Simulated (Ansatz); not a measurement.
bcc Mo was calculated with r²SCAN+rVV10 (plane waves, PAW; Ansatz, a first-principles code).

Settings: plane-wave cutoff 600 eV, 20×20×20 k mesh, Fermi–Dirac smearing 0.1 eV, finite displacements, no spin polarisation, scalar-relativistic PAW data made under PBE.

Computed at the level's own relaxed cell.

Harmonic phonon frequencies (cm⁻¹; i marks an imaginary mode):

```
q point  frequencies
-------  -----------
H        176 176 176
N                [?]
```

Fill in the missing entries.


- N, frequencies: 157 203 272

No imaginary mode appears at these points.
